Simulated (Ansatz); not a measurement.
Born–Oppenheimer molecular dynamics of COS (3 atoms, charge 0, multiplicity 1). It starts from a relaxed structure.

Theory: Ansatz, RKS PBE-D4/def2-SVP.

```
ensemble             : NVT, Nosé–Hoover chain
time step            : 1 fs
steps asked          : 100
set temperature      : 1000 K
thermostat           : time constant 20 fs, chain length 1
temperature schedule : 25 steps to 1000 K, then 75 steps to 250 K
seed                 : 854366
```

First frame:

```xyz
3
Properties=species:S:1:pos:R:3
O 0.936 0.695 0.591
C 0.096 0.070 0.061
S -1.032 -0.765 -0.652
```

Problem. How far do the bonds stretch over the last three quarters of this one trajectory? (Pairs bonded in most of those frames.)

Solution. 
```tsv
bond	mean (Å)	spread (Å)	shortest	longest
O1–C2	1.181	0.045	1.10	1.26
C2–S3	1.577	0.035	1.51	1.66
```

Mean temperature of the second half: 831 K. The conserved energy stayed within 5 meV per atom of its start (net change 0.55 meV per atom), so the integration is sound. The schedule's set-point averaged 500 K over the second half and the system 831 K, so it lags behind the ramp. A run of 0.1 ps of so small a system gives no equilibrium averages.

The run took 2.5 min on 1 thread of AMD EPYC (Zen 3) (shared host), peak memory 0.099 GiB.
